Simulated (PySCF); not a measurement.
**AlSi (quartet): edits of the settings**

A base run and a few variants of its settings.

Method: each script names its method and basis; program: PySCF 2.14.0.

3 further runs of the same task are left out: 3 that didn't finish.

## Step 1: Where the work starts

AlSi (quartet): 2 atoms, charge 0, spin multiplicity 4.

Bond lengths: Al1–Si2 2.425 Å.

## Step 2: Base script

input.py reads:

```python
from pyscf import gto, scf, cc

mol = gto.M(
    atom='Al 0 0 0; Si 0 0 2.425',
    basis='cc-pvdz-dk',
    charge=0,
    spin=3,
    symmetry=True,
    verbose=3,
)
mf = scf.ROHF(mol)
mf = mf.sfx2c1e()
mf.kernel()
mycc = cc.CCSD(mf)
mycc.kernel()
e = mycc.eeccsd(nroots=6)[0]
print('roots (eV) =', (e*27.211386).round(3))
mf.dip_moment()
print('orbital energies (hartree):', mf.mo_energy[..., max(0, mol.nelec[1]-3):mol.nelec[0]+3].round(4))
```

On the command line:

```bash
> python input.py
```

## Step 3: Sbkjc (core potential on, X2C off)

Edit 1 changes basis set: cc-pvdz-dk → sbkjc; core potential: off → on; spin-free X2C: on → off. The core potential changes with it: totals don't compare.

Edit input.py of step 2 so:

```diff
@@ -4,3 +4,4 @@
     atom='Al 0 0 0; Si 0 0 2.425',
-    basis='cc-pvdz-dk',
+    basis='sbkjc',
+    ecp={'Al': 'sbkjc', 'Si': 'sbkjc'},
     charge=0,
@@ -11,3 +12,2 @@
 mf = scf.ROHF(mol)
-mf = mf.sfx2c1e()
 mf.kernel()
```

## Step 4: Charge +2

Edit 2 changes charge: 0 → 2.

Edit input.py of step 2 so:

```diff
@@ -5,3 +5,3 @@
     basis='cc-pvdz-dk',
-    charge=0,
+    charge=2,
     spin=3,
```

Q: Predict the outcome of this session. Wanted: for each run, E(SCF); from base; SCF dipole; after the SCF.

The runs gave:

| run | E(SCF) (hartree) | from base (eV) | SCF dipole (D) | after the SCF |
| --- | --- | --- | --- | --- |
| base | -531.816330 | 0 | 1.47 | CCSD correlation -3.852 eV, first root 0.78 eV |
| sbkjc (core potential on, X2C off) | -5.584809 | not comparable | 1.71 | CCSD correlation -1.787 eV, first root 0.95 eV |
| charge +2 | -530.987693 | +22.5483 | n/a | CCSD correlation -2.672 eV, first root -2.62 eV |

Total energies from different bases, Hamiltonians or methods carry different errors, so properties are taken as differences within one set-up.
